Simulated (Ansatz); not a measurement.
Steps of a relaxation of C4H6FN, SMILES `CC1=C(F)NC1` with RKS PBE0-D4/def2-TZVP.

```sh
$ ansatz run in.yaml --threads 4 --pin off --events-out ev --progress --plain --max-ram 10444MiB
```

```yaml
crystal:
  periodic: [false, false, false]
  atoms:
    - {symbol: C, position_ang: [-1.144058, -0.661455, 1.163812]}
    - {symbol: C, position_ang: [-0.217787, -0.016406, 0.200101]}
    - {symbol: C, position_ang: [0.392243, 1.183613, 0.026504]}
    - {symbol: F, position_ang: [0.309529, 2.389651, 0.582160]}
    - {symbol: N, position_ang: [1.359833, 0.835166, -0.939780]}
    - {symbol: C, position_ang: [0.687172, -0.518855, -0.920085]}
    - {symbol: H, position_ang: [-0.647716, -1.478323, 1.735559]}
    - {symbol: H, position_ang: [-2.028061, -1.114106, 0.661799]}
    - {symbol: H, position_ang: [-1.520431, 0.078804, 1.898208]}
    - {symbol: H, position_ang: [1.301025, 1.337277, -1.839982]}
    - {symbol: H, position_ang: [0.185017, -0.762502, -1.881181]}
    - {symbol: H, position_ang: [1.400233, -1.327964, -0.653016]}
basis:
  gaussian: {orbitals: def2-TZVP}
hamiltonian: {xc: pbe0, dispersion: d4}
relax: {f_tol: 0.005, max_steps: 150}
```

Positions (Å) and forces (eV/Å) along the path, 7 of 7 steps:

```xyz
12
step=1 energy=-8445.0707 eV
C    -1.144   -0.661    1.164   -0.244   -0.130    0.213
C    -0.218   -0.016    0.200    0.609    0.891   -0.209
C     0.392    1.184    0.027   -0.333   -0.754    0.130
F     0.310    2.390    0.582    0.050   -0.564   -0.269
N     1.360    0.835   -0.940   -0.436    0.165   -0.207
C     0.687   -0.519   -0.920    0.032   -0.240   -0.143
H    -0.648   -1.478    1.736   -0.214    0.440   -0.315
H    -2.028   -1.114    0.662    0.472    0.253    0.224
H    -1.520    0.079    1.898    0.197   -0.361   -0.376
H     1.301    1.337   -1.840   -0.028   -0.328    0.562
H     0.185   -0.763   -1.881    0.246    0.164    0.508
H     1.400   -1.328   -0.653   -0.352    0.463   -0.118
12
step=2 energy=-8445.1271 eV
C    -1.139   -0.654    1.156   -0.091   -0.063    0.075
C    -0.210   -0.016    0.201    0.215    0.244   -0.030
C     0.393    1.169    0.034   -0.107   -0.197   -0.017
F     0.310    2.367    0.587    0.023   -0.220   -0.097
N     1.349    0.830   -0.939   -0.099    0.069   -0.048
C     0.687   -0.522   -0.915   -0.016   -0.014   -0.059
H    -0.648   -1.461    1.720   -0.070    0.127   -0.089
H    -2.009   -1.098    0.651    0.140    0.075    0.068
H    -1.512    0.079    1.880    0.055   -0.102   -0.108
H     1.271    1.326   -1.828   -0.005   -0.102    0.174
H     0.186   -0.762   -1.862    0.069    0.042    0.153
H     1.399   -1.314   -0.651   -0.114    0.140   -0.022
12
step=3 energy=-8445.1325 eV
C    -1.136   -0.653    1.155   -0.007    0.001   -0.017
C    -0.205   -0.017    0.203   -0.021   -0.001    0.001
C     0.391    1.163    0.031    0.038    0.006    0.023
F     0.307    2.357    0.584   -0.001    0.005    0.004
N     1.349    0.828   -0.936   -0.035    0.009   -0.016
C     0.684   -0.520   -0.915    0.025   -0.013    0.029
H    -0.647   -1.453    1.720    0.006   -0.007    0.006
H    -1.998   -1.097    0.648   -0.010   -0.005   -0.008
H    -1.512    0.079    1.872   -0.003    0.010    0.006
H     1.270    1.322   -1.820    0.000    0.011   -0.020
H     0.182   -0.756   -1.856   -0.008    0.002   -0.008
H     1.392   -1.309   -0.653    0.014   -0.017    0.000
12
step=4 energy=-8445.1328 eV
C    -1.137   -0.652    1.153    0.006   -0.001   -0.001
C    -0.203   -0.017    0.204    0.011   -0.015    0.030
C     0.395    1.162    0.035   -0.009    0.014   -0.029
F     0.313    2.355    0.588    0.001    0.006    0.005
N     1.345    0.830   -0.940    0.022   -0.007    0.023
C     0.687   -0.521   -0.913   -0.022    0.014   -0.023
H    -0.651   -1.454    1.719    0.000   -0.006    0.006
H    -1.999   -1.094    0.644   -0.004   -0.001   -0.007
H    -1.513    0.080    1.870   -0.004    0.005    0.004
H     1.259    1.323   -1.825   -0.005   -0.001   -0.002
H     0.182   -0.761   -1.852   -0.002   -0.007   -0.009
H     1.398   -1.307   -0.650    0.006    0.000    0.004
12
step=5 energy=-8445.1329 eV
C    -1.137   -0.652    1.154   -0.001   -0.001   -0.002
C    -0.203   -0.017    0.205    0.007   -0.002    0.013
C     0.395    1.163    0.034   -0.002    0.001   -0.009
F     0.312    2.356    0.587    0.001    0.000    0.002
N     1.346    0.830   -0.939    0.005    0.000    0.003
C     0.686   -0.521   -0.913   -0.006    0.002   -0.006
H    -0.651   -1.454    1.721   -0.001   -0.001    0.001
H    -1.998   -1.095    0.644    0.000    0.000   -0.003
H    -1.514    0.080    1.870   -0.001    0.001    0.000
H     1.261    1.323   -1.824   -0.003   -0.001    0.000
H     0.181   -0.760   -1.853    0.000   -0.002    0.000
H     1.397   -1.308   -0.652    0.001    0.001    0.001
12
step=6 energy=-8445.1329 eV
C    -1.137   -0.652    1.154   -0.001    0.000   -0.002
C    -0.202   -0.017    0.206    0.004    0.001    0.006
C     0.395    1.163    0.034   -0.002   -0.002   -0.002
F     0.312    2.356    0.588    0.000    0.001    0.001
N     1.346    0.830   -0.940    0.003    0.001   -0.002
C     0.686   -0.520   -0.913   -0.001   -0.001   -0.001
H    -0.651   -1.454    1.722   -0.001    0.000    0.000
H    -1.997   -1.095    0.643    0.001    0.000   -0.001
H    -1.515    0.080    1.869    0.000    0.000   -0.001
H     1.260    1.323   -1.824   -0.002    0.000    0.000
H     0.181   -0.760   -1.852    0.000    0.000    0.001
H     1.398   -1.307   -0.652    0.000    0.000    0.000
12
step=7 energy=-8445.1329 eV
C    -1.137   -0.653    1.154    0.000    0.001   -0.001
C    -0.200   -0.017    0.207    0.000    0.002   -0.001
C     0.396    1.162    0.035   -0.002   -0.002    0.003
F     0.313    2.356    0.588    0.000    0.001    0.000
N     1.346    0.830   -0.940    0.003    0.000   -0.003
C     0.687   -0.520   -0.913    0.001   -0.002    0.002
H    -0.653   -1.453    1.724    0.000    0.000    0.000
H    -1.996   -1.096    0.641    0.000    0.000    0.000
H    -1.516    0.080    1.868    0.000   -0.001    0.000
H     1.258    1.323   -1.825   -0.001    0.000    0.000
H     0.180   -0.760   -1.851    0.000    0.001    0.001
H     1.399   -1.307   -0.653   -0.001    0.000   -0.001
```

Run time 24 s (4 threads of an Arm Neoverse V2 on a shared host); peak host memory 0.58 GiB.
